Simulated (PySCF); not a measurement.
Carbon disulfide, CS2, SMILES S=C=S, point group D∞h.

Level: B3LYP/pcSseg-2 in PySCF (density fitting, grid level 2); geometry and Hessian at that level, cubic constants and property derivatives from steps of ±0.6 along each species' dimensionless normal coordinates, second-order vibrational perturbation theory. The parent has the commonest isotopes.

Equilibrium geometry (Å):

```
atom        x       y        z
  S1  -1.5362  0.3195  -0.0244
  C2   0.0153  0.2307  -0.0167
  S3   1.5668  0.1418  -0.0090
```

An isotope shift is δ(isotopologue) − δ(parent), that is, the negative of the change in the averaged GIAO shielding; n counts bonds from the nearest label (0: the labelled atom itself). These are computed values; those of heavy atoms are rounded to 5 ppb, about the numerical noise.

(1) What isotope shifts arise with ¹³C at 2?

(2) What isotope shifts arise with ³⁴S at 1?

(3) What isotope shifts arise with ³⁴S at 1, ³⁴S at 3?

Answers

(1) 
| nucleus | n | 0 K (ppb) | 350 K (ppb) |
| --- | --- | --- | --- |
| C2 | 0 | -65 | -50 |
| S1 | 1 | -345 | -250 |
| S3 | 1 | -345 | -250 |

(2) 
```
nucleus  n  0 K (ppb)  350 K (ppb)
     S1  0        -75          -60
     C2  1        -15          -10
     S3  2        -55          -35
```

(3) 
```json
{"nucleus": "S1", "n": "0", "0 K (ppb)": "-130", "350 K (ppb)": "-95"}
{"nucleus": "S3", "n": "0", "0 K (ppb)": "-130", "350 K (ppb)": "-95"}
{"nucleus": "C2", "n": "1", "0 K (ppb)": "-25", "350 K (ppb)": "-20"}
```
